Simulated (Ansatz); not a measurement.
Relaxation of AlH$_{6}$NS (9 atoms, charge 0, multiplicity 1), to a largest force component of 0.03 eV/Å in at most 50 steps.

These are results of Ansatz, RKS PBE/def2-SVP, not measurements.

```xyz
9
Properties=species:S:1:pos:R:3
Al 0.060 -0.205 0.149
N 0.010 -0.181 2.028
H -0.829 -0.390 2.576
H 0.841 -0.256 2.621
H 1.497 -0.163 -0.538
H -1.346 -0.398 -0.577
S -0.386 3.141 0.877
H -1.728 2.927 0.791
H -0.231 2.043 1.720
```

Where does it end, and by what steps?

The forces met the threshold. After 16 steps the energy has fallen by 1.346 eV; H9 moved furthest, 1.33 Å. Parted: S7–H9 (1.39 → 2.94 Å). Joined: Al1–S7 (3.45 → 2.26 Å), N2–H9 (2.26 → 1.03 Å).

```json
{"step": "0", "energy less start (eV)": "0.0000", "largest force component (eV/Å)": "1.277", "accepted": "yes"}
{"step": "1", "energy less start (eV)": "-0.1037", "largest force component (eV/Å)": "0.397", "accepted": "yes"}
{"step": "2", "energy less start (eV)": "-0.1748", "largest force component (eV/Å)": "0.300", "accepted": "yes"}
{"step": "3", "energy less start (eV)": "-0.1713", "largest force component (eV/Å)": "0.720", "accepted": "no"}
{"step": "4", "energy less start (eV)": "-0.2056", "largest force component (eV/Å)": "0.361", "accepted": "yes"}
{"step": "5", "energy less start (eV)": "-0.2261", "largest force component (eV/Å)": "1.064", "accepted": "yes"}
{"step": "6", "energy less start (eV)": "-0.2605", "largest force component (eV/Å)": "0.430", "accepted": "yes"}
{"step": "7", "energy less start (eV)": "-0.4236", "largest force component (eV/Å)": "1.043", "accepted": "yes"}
{"step": "8", "energy less start (eV)": "-0.8172", "largest force component (eV/Å)": "1.810", "accepted": "yes"}
{"step": "9", "energy less start (eV)": "-1.0367", "largest force component (eV/Å)": "2.996", "accepted": "yes"}
{"step": "10", "energy less start (eV)": "-1.1159", "largest force component (eV/Å)": "2.758", "accepted": "yes"}
{"step": "11", "energy less start (eV)": "-1.3218", "largest force component (eV/Å)": "0.785", "accepted": "yes"}
{"step": "12", "energy less start (eV)": "-1.3190", "largest force component (eV/Å)": "0.737", "accepted": "no"}
{"step": "13", "energy less start (eV)": "-1.3310", "largest force component (eV/Å)": "0.210", "accepted": "yes"}
{"step": "14", "energy less start (eV)": "-1.3447", "largest force component (eV/Å)": "0.060", "accepted": "yes"}
{"step": "15", "energy less start (eV)": "-1.3450", "largest force component (eV/Å)": "0.033", "accepted": "yes"}
{"step": "16", "energy less start (eV)": "-1.3455", "largest force component (eV/Å)": "0.027", "accepted": "yes"}
```

```xyz
9
Properties=species:S:1:pos:R:3
Al -0.100 0.570 0.098
N -0.001 0.140 2.150
H -0.804 -0.385 2.522
H 0.855 -0.353 2.441
H 1.375 0.123 -0.358
H -1.414 -0.249 -0.338
S -0.330 2.815 0.264
H -1.693 2.788 0.267
H 0.001 1.069 2.601
```

Whether the end is a true minimum wasn't checked by a vibrational analysis.

Run time: 38 s on 1 thread of Arm Neoverse V2, on a shared host, peak memory 0.12 GiB.
